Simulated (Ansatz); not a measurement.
C₅H₇F, SMILES `CC1=C(F)C1C`, relaxed with RKS PBE-D4/def2-SVP in Ansatz 0.2.0 from a rough embedded geometry. The force threshold is 0.03 eV/Å; the program also tests the step.

Charge 0, multiplicity 1.

Start:

```xyz
13

C     1.234   -0.035    1.242
C     0.593    0.882    0.243
C    -0.672    1.372    0.233
F    -1.502    1.019    1.097
C    -0.228    0.537   -0.906
C    -0.788   -0.793   -1.119
H     1.604   -0.905    0.793
H     0.476   -0.271    1.998
H     2.057    0.562    1.760
H     0.027    1.078   -1.820
H    -1.670   -0.734   -1.717
H    -1.032   -1.302   -0.194
H    -0.099   -1.409   -1.609
```

Problem. By how much does the energy fall, and how many steps does the optimiser take? (An estimate is asked.)

Solution. Computed: 167.75 kJ/mol, in 19 steps, 4 of them rejected.

Problem. Which bonds change most? (An estimate is asked.)

Solution. Ansatz gave: C2–C5 from 1.454 to 1.566 Å; C3–F4 from 1.249 to 1.329 Å; C1–H7 from 1.047 to 1.111 Å; C6–H13 from 1.047 to 1.111 Å.

Problem. Give the relaxed structure. (Best estimate.)

Solution. The calculation gave: 
```xyz
13

C     1.434    0.005    1.441
C     0.256    0.441    0.669
C    -0.906    1.003    0.473
F    -1.949    1.650    0.982
C    -0.347    0.444   -0.776
C    -0.866   -0.833   -1.421
H     1.588   -1.092    1.349
H     1.330    0.250    2.517
H     2.359    0.490    1.062
H     0.111    1.147   -1.512
H    -1.661   -0.614   -2.165
H    -1.292   -1.519   -0.660
H    -0.057   -1.373   -1.958
```
